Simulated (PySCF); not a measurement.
From a raw peak list to a structure

Formula C4H5N. The spectrum was simulated from the full spin Hamiltonian at 500 MHz with 0.6 Hz Lorentzian lines, from shifts rounded to 0.01 ppm and J to 0.1 Hz, couplings under 1 Hz left out. Exchangeable protons (1H) are left uncoupled and out of the list.

Maxima in Hz from TMS (height), grouped by integral:
2H: 3361.7 (2), 3357.4 (93), 3355.3 (92), 3354.8 (88), 3352.8 (100), 3348.5 (3)
2H: 3241.6 (3), 3237.2 (100), 3235.2 (88), 3234.7 (92), 3232.7 (93), 3228.4 (2)

Isolated molecule, one conformer, rapidly exchanging positions averaged, no relativistic terms. J couplings at B3LYP/pcJ-1 (spin–dipole term only in couplings to heteroatoms); geometry from GFN2-xTB; GIAO PBE0/pcSseg-1 shieldings; PySCF 2.14.0 with density-fitted response routines.

Scale: TMS for ¹H (31.72 ppm) (reference shieldings calculated alike).

(1) Analyse the multiplets.

(2) What is the compound?

Results:

(1) ¹H NMR (500 MHz, computed): δ 7.71 (br s, 1H), 6.71 (m, 2H), 6.47 (m, 2H). These are first-order names from the parameters used; overlap and second-order distortion can hide them in the list.

(2) SMILES c1cc[nH]c1.

Atoms are numbered as in `[cH:1]1[cH:2][cH:3][nH:4][cH:5]1`. Hydrogens are named by the atom that carries them.

δ 7.71: H(N4), hydrogen on a pyrrole-type ring nitrogen. δ 6.71: H(C3)/H(C5), hydrogen on an aromatic CH next to a ring nitrogen, coupled to H(C1)/H(C2) (3.5 Hz), H(C1)/H(C2) (1.1 Hz). δ 6.47: H(C1)/H(C2), hydrogen on an aromatic CH, coupled to H(C3)/H(C5) (3.5 Hz), H(C3)/H(C5) (1.1 Hz).

This is the structure that produced the data.

Exchangeable OH/NH protons stand at their gas-phase positions; hydrogen bonding in a real sample shifts them, mostly to higher δ. Multiplet labels drop couplings under 1 Hz and merge nearly equal ones. Couplings among chemically equivalent protons are left out too, so labels in AA′BB′ or AA′XX′ sets are apparent multiplicities. Unscaled 3J(H,H) at this level run about 10 % above measured values. Couplings to exchangeable protons are dropped.
